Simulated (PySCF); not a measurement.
Process, species as SMILES: FOF + H+ → F[OH+]F
B3LYP-D3(BJ)/def2-TZVP geometries, fixed; electronic energies without zero-point terms; positive where energy is released.

Effect of the SCF energy threshold at M06-2X/def2-SVP with PySCF, against the last row, where the proton affinity is 110.31 kcal/mol. The proton sits at the site shown, which need not be the one that binds it best.

| setting | SCF cycles, largest species | largest shift of a total energy (mEh) | shift of the proton affinity (kcal/mol) |
|---|---|---|---|
| conv_tol: 1e-4 | 6 | 0.006 | 0.003 |
| conv_tol: 1e-5 | 7 | 0.000 | 0.000 |
| conv_tol: 1e-6 | 8 | 0.000 | 0.000 |
| conv_tol: 1e-7 | 9 | 0.000 | 0.000 |
| conv_tol: 1e-11 | 13 | 0.000 | 0.000 |

Within 0.02 kcal/mol in the proton affinity: conv_tol: 1e-4; conv_tol: 1e-5; conv_tol: 1e-6; conv_tol: 1e-7. The largest shift is 0.006 mEh in a total energy and 0.003 kcal/mol in the difference.
